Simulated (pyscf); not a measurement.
**Addition across a multiple bond or ene-type step: O=Mo(=O)(OH)–OH (SMILES [O]=[Mo](=[O])([OH])[OH]) + H₂ (SMILES [H][H]) → O=MoH(OH)(OH)–OH (SMILES [O]=[MoH]([OH])([OH])[OH])**

Gas phase, singlet surface, charge 0. Bonds broken: H8–H9. Bonds formed: O1–H8, Mo2–H9. Single points on ωB97X-D3(BJ)/def2-SVP structures (PySCF, gas phase).

Transition state (Å):

```xyz
9

O     -0.3508     1.8062     1.6252
Mo    -0.2113     0.3052     0.6750
O      1.2201    -0.4401     1.0495
O     -1.5638    -0.9174     1.1429
O     -0.7860     0.0965    -1.1240
H     -1.4028    -1.6844     1.7076
H     -1.3924    -0.6529    -1.2259
H      0.2729     2.1261     0.6406
H      0.6464     1.6591    -0.2856
```

One imaginary mode, 1648i cm⁻¹; descent along it reached the two sides named, in the forms told below.

| bond | change | reactant side (Å) | saddle | product side |
|---|---|---|---|---|
| H8–H9 | breaks | 0.760 | 1.102 | 2.318 |
| O1–H8 | forms | 2.8 | 1.209 | 0.962 |
| Mo2–H9 | forms | 3.5 | 1.869 | 1.684 |

Electronic energies relative to the separated reactants (kcal/mol):

| level | barrier | reaction energy | reverse barrier |
|---|---|---|---|
| ωB97X-D3(BJ)/def2-TZVP | 41.5 | +11.2 | 30.2 |
| PBE/def2-TZVP | 37.3 | +12.9 | 24.5 |
| r²SCAN/def2-TZVP | 38.2 | +11.7 | 26.5 |
| B3LYP-D3(BJ)/def2-TZVP | 41.4 | +11.9 | 29.5 |
| PBE0-D3(BJ)/def2-TZVP | 37.8 | +9.6 | 28.1 |
| M06-2X/def2-TZVP | 42.6 | +11.2 | 31.4 |
| ωB97M-D3(BJ)/def2-TZVP | 41.2 | +10.5 | 30.7 |
| HF/def2-TZVP | 53.9 | +11.5 | 42.4 |

With ωB97M-D3(BJ)/def2-TZVP energies and thermal terms (ideal gas, 1 atm, RRHO with modes under 100 cm⁻¹ raised to 100, one conformer, R ln 2 for chiral ones without a mode under 150 cm⁻¹), in kcal/mol:

```
T (K)   ΔH‡   ΔG‡     ΔH     ΔG
-----  ----  ----  -----  -----
298    42.4  51.4  +14.7  +22.5
600    41.2  61.0  +14.3  +30.6
900    40.9  71.0  +14.6  +38.7
1200   41.0  81.1  +15.1  +46.7
```

On the product side the descent ends in a point that may be a rotor saddle (no frequency run), 4.6 kcal/mol over the lowest minimum found and 25.7 kcal/mol under the saddle at ωB97X-D3(BJ)/def2-TZVP. At the saddle there is also a short H–Mo contact that neither side keeps. This is the saddle that the search found; another between the same sides may lie lower. Elements past Kr carry the def2 core potentials, without spin-orbit coupling.
